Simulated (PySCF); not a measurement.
Compound: CH3NO.
Z-matrix (Å and degrees, PBE0-D3(BJ)/def2-TZVP geometry), rows numbered from 1:
```
C 
N   1  1.4681
O   2  1.1930  1  113.95
H   1  1.0936  2  106.81  3  -122.88
H   1  1.0934  2  106.77  3   122.86
H   1  1.0915  2  111.89  3    -0.01
```

Computed, not measured: TDDFT CAM-B3LYP/aug-cc-pVTZ, vertical, gas phase, core orbitals frozen in the response (PySCF 2.14.0, density-fitted response routines). Isolated species at its PBE0-D3(BJ)/def2-TZVP geometry, gas phase.

Kohn–Sham orbitals with the atoms that hold most of them (Löwdin shares over 4%, at most four atoms; ? is withheld):

```json
{"orbital": "HOMO-3", "ε (eV)": "-15.41", "atoms": "O3 32%, N2 27%, C1 24%, H6 9%"}
{"orbital": "HOMO-2", "ε (eV)": "-12.85", "atoms": "C1 33%, O3 28%, N2 15%, H5 11%"}
{"orbital": "HOMO-1", "ε (eV)": "-12.67", "atoms": "?"}
{"orbital": "HOMO", "ε (eV)": "-8.27", "atoms": "?"}
{"orbital": "LUMO", "ε (eV)": "-1.01", "atoms": "N2 46%, O3 40%, C1 9%"}
{"orbital": "LUMO+1", "ε (eV)": "0.23", "atoms": "H4 34%, H5 34%, H6 24%, C1 6%"}
{"orbital": "LUMO+2", "ε (eV)": "0.84", "atoms": "C1 34%, H5 30%, H4 30%, N2 6%"}
```

Task: Which atoms hold the HOMO-1, and with what shares?

Result: C1 (bonded to N and 3 H) 34%; O3 (bonded to N) 21%; N2 (bonded to C and O) 20%; H6 (bonded to C) 13%.

Task: Give the leading atoms of the HOMO.

Result: O3 (bonded to N) 46%; N2 (bonded to C and O) 40%; C1 (bonded to N and 3 H) 9%.

Task: How does S1 compare with the orbital gap of 7.26 eV?

Result: S1 is at 1.83 eV (f = 0.0003), 5.43 eV below the gap, made of HOMO→LUMO (99%). 

Task: Give energy, strength and leading configuration of S1 and S2, and follow the Löwdin shares of the leading atoms from the occupied to the empty orbital.

Result: 
- S1 (1.83 eV, f 0.0003), HOMO→LUMO (99%): O3 46% → 40%, N2 40% → 46%
- S2 (6.02 eV, f 0.0060), HOMO→LUMO+1 (76%): O3 46% → at most 3%, N2 40% → at most 3%, H4 at most 4% → 34%, H5 at most 4% → 34%

Löwdin shares depend on the basis, the more so with diffuse functions.
